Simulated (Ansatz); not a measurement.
Several settings on one geometry of the cluster Mg2Si (the lowest singlet isomer of a short search) (that of the charge 0 singlet, B3LYP-D4/def2-TZVP). Ansatz on 4 threads of Arm Neoverse V1 on a shared host; times are rough.

```xyz
3

Mg   -1.851   -0.022    0.158
Mg    1.393   -0.634   -1.052
Si    0.457    0.656    0.894
```

Totals from different functionals, basis sets or treatments of relativity can't be compared as stabilities.

The 6-31G sets use Cartesian d functions. Correlated methods freeze 7 core orbitals; core or outer-core shells of Mg are correlated, in sets that lack core-valence functions.

At B3LYP-D4/def2-TZVP a triplet lies 0.23 eV below the restricted singlet of charge 0, at its own geometry.

The spins typed aren't always the lowest for that charge.

Give the basis size and estimate the energy, ⟨S²⟩ and time of these runs.

```json
{"run": "1", "method": "UKS B2GP-PLYP/6-31G*", "charge": "-1", "state": "doublet", "further keys": "–"}
{"run": "2", "method": "RKS RPBE/6-31G", "charge": "0", "state": "singlet", "further keys": "forces asked"}
{"run": "3", "method": "RHF/6-31G", "charge": "0", "state": "singlet", "further keys": "scf: {omitted_lower_state_checks: [starts]}"}
```


```tsv
run	functions	energy (Eh)	⟨S²⟩	wall time
1	57	-689.0871	1.78	8.5 s
2	39	-689.4591	–	0.9 s
3	39	-687.9867	–	0.15 s
```

The highest occupied level of an anion often lies above zero with these methods, and sets without diffuse functions describe the outer electron poorly. At UKS B2GP-PLYP/6-31G* the charge -1 doublet is spin-contaminated (final ⟨S²⟩ up to 1.78, 0.75 for a pure state). The restricted singlet is unstable towards broken spin symmetry at other levels; at RKS RPBE/6-31G, RHF/6-31G this wasn't settled.
